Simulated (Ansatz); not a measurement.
**C2H2ClF: basis-set convergence**

The task here is to estimate one member of a computed series from the others.

The runs use Ansatz 0.2.0, Gaussian basis; one geometry, several basis sets.

The runs, in order: PBE0-D4/def2-SVP; ωB97M-V/def2-SVP; PBE0-D4/def2-QZVPP; ωB97M-V/def2-QZVPP; the functionals' def2-TZVPP values are taken from earlier runs.

## Structure used throughout

All runs share one geometry, relaxed beforehand with PBE0-D4 in a triple-zeta def2 set.

6 atoms, charge 0, spin multiplicity 1.

Atoms are counted from 1 here; the program's logs count them from 0.

Bond lengths: F1–C2 1.333 Å, C2–C3 1.320 Å, C2–H5 1.083 Å, C3–Cl4 1.713 Å, C3–H6 1.082 Å. Angles: F1–C2–C3 120.7°, F1–C2–H5 113.8°, C3–C2–H5 125.5°, C2–C3–Cl4 121.4°, C2–C3–H6 122.6°, Cl4–C3–H6 116.0°.

Geometry (Å):

```
F    -0.3083    1.7749    0.0897
C    -0.0150    0.5651   -0.3865
C     0.0051   -0.4865    0.4117
Cl    0.3787   -2.0492   -0.1811
H     0.1918    0.5519   -1.4495
H    -0.2103   -0.4202    1.4694
```

Set-up of the first run:

The input, in.yaml:

```yaml
crystal:
  periodic: [false, false, false]
  atoms:
    - {symbol: F, position_ang: [-0.308326, 1.774920, 0.089717]}
    - {symbol: C, position_ang: [-0.014994, 0.565078, -0.386457]}
    - {symbol: C, position_ang: [0.005115, -0.486469, 0.411667]}
    - {symbol: Cl, position_ang: [0.378696, -2.049174, -0.181103]}
    - {symbol: H, position_ang: [0.191850, 0.551864, -1.449456]}
    - {symbol: H, position_ang: [-0.210341, -0.420217, 1.469431]}
basis:
  gaussian: {orbitals: def2-SVP}
hamiltonian: {xc: pbe0, dispersion: d4}
output: {orbitals: {seedname: orbitals}}
```

Among the steps run: PBE0-D4 in def2-SVP; ωB97M-V in def2-SVP; PBE0-D4 in def2-QZVPP; ωB97M-V in def2-QZVPP.

One of the session's tables, all rows but one given; the rest of the session is left out.

It belongs to the step «Density functionals: the series». 

```
functional       basis  HOMO (eV)  LUMO (eV)
   PBE0-D4    def2-SVP      -7.30       0.10
   PBE0-D4  def2-TZVPP      -7.42      -0.18
   PBE0-D4  def2-QZVPP      -7.46      -0.28
   ωB97M-V    def2-SVP      -9.47       2.39
   ωB97M-V  def2-TZVPP      -9.62       1.99
   ωB97M-V  def2-QZVPP          ?          ?
```

Q: Estimate the row for ωB97M-V, def2-QZVPP from the others.

The run gave: HOMO (eV): -9.67; LUMO (eV): 1.81. In the column «HOMO (eV)» it is the lowest.
